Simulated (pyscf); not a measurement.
Thermochemistry of product channels of `[SiH3]` [doublet] + `[CH3][Cl]` on the doublet surface, in kcal/mol, from CCSD(T)/def2-TZVPP + ΔMP2(QZVPP) energies (ideal gas, 1 atm, RRHO with modes under 100 cm⁻¹ raised to 100, one conformer, R ln 2 for rigid chiral ones). Structures and frequencies: ωB97X-D3(BJ)/def2-SVP in PySCF. Correlated levels are frozen-core, on RHF or UHF. ΔMP2 is the change of the MP2 total energy from the triple- to the quadruple-zeta basis.

```tsv
products	ΔE	ΔH(298 K)	ΔG(298 K)	ΔG(600 K)
`[SiH3][Cl]` + `[CH2]` [triplet] + `[H]` [doublet]	+92.9	+84.7	+76.9	+68.3
`[CH3][SiH2]` [doublet] + `[ClH]`	-15.1	-15.3	-15.6	-16.1
`[SiH3][Cl]` + `[CH3]` [doublet]	-23.6	-25.3	-24.9	-24.8
`[CH3][SiH2][Cl]` + `[H]` [doublet]	-22.0	-24.1	-21.3	-19.0
`[SiH2][Cl]` [doublet] + `[CH4]`	-39.1	-37.6	-37.4	-37.2
`[SiH4]` + `[CH2][Cl]` [doublet]	+10.4	+7.5	+7.3	+6.9
```

These are energies of the channels, which say nothing of barriers. The CCSD(T) − MP2 part came from Ansatz, without density fitting, on the same reference.
